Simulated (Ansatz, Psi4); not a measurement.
System: N₂, charge 0, multiplicity 1. SMILES: N#N
Geometry from a B3LYP-D3(BJ)/def2-TZVP (Ansatz, a quantum-chemistry and plane-wave program) optimisation:
```
N
N 1 1.0909
```

wB97X-D/6-31G* beside other levels, property by property. Terms: no spin-orbit coupling; six Cartesian d functions in 6-31G* and its kin unless marked 5d; open shells spin-unrestricted; 6-311+G** with 5d; non-relativistic; atomisation electronic, to ground-state atoms; no dispersion term unless named; each state is the SCF solution reached for its charge and spin; frozen cores in correlated levels. CBS marks a two-point X^-3 extrapolation of the correlation energy; Hartree-Fock from the larger set (for Q and 5 zeta extrapolated as (X+1)exp(-9√X)). Ab initio and DFT rows: single points at B3LYP-D3(BJ) geometries (Ansatz), with unscaled harmonic terms from B3LYP/6-31G* at its own minima, enthalpies of formation by atomisation with measured atoms.

Measured values: Active Thermochemical Tables 1.112 (ions: stationary electron), as tabulated in the package chemicals; CCCBDB table in ASE; they hold spin-orbit and core effects, anharmonicity. Coupled cluster (Ansatz) is a level with limits of its own, used here on species with T1 under 0.025 (0.045 for open shells) and stable references: CCSD(T)/CBS(cc-pVQZ,cc-pV5Z).

```tsv
property	wB97X-D/6-31G* (Psi4)	B3LYP/6-31G* (Ansatz)	B3LYP/6-311+G** (Ansatz)	PBE0/def2-TZVPD (Ansatz)	to compare with
proton affinity at N (heteroatom site), enthalpy at 298 K, to N#[NH+] (kcal/mol)	116.8	116.2	116.2	117.9	117.2 coupled cluster
atomisation energy (kcal/mol)	218.8	222.5	224.8	225.3	227.0 coupled cluster
enthalpy of formation at 298 K (kcal/mol)	9.8	6.1	3.8	3.3	0.0 measured
vertical ionisation energy to the doublet (eV)	15.88	15.75	15.89	15.75	15.58 measured
```

As the rows show:
- proton affinity at N (heteroatom site), enthalpy at 298 K, to N#[NH+]: wB97X-D/6-31G* lies 0.4 kcal/mol below coupled cluster.
- atomisation energy: wB97X-D/6-31G* lies 8.2 kcal/mol below coupled cluster.
- enthalpy of formation at 298 K: wB97X-D/6-31G* lies 9.8 kcal/mol above the measured value.
- vertical ionisation energy to the doublet: wB97X-D/6-31G* lies 0.30 eV above the measured value.

The properties are those with a value to compare with, at most eight drawn at random. No case is left out for the size of its miss. Left out are saddle points of the reference geometry, anions that the best level run finds unbound, excited spin states, species near biochemistry, cases with under five habitual levels, runs that failed or whose electronic state is in doubt, and table entries that another table contradicts.
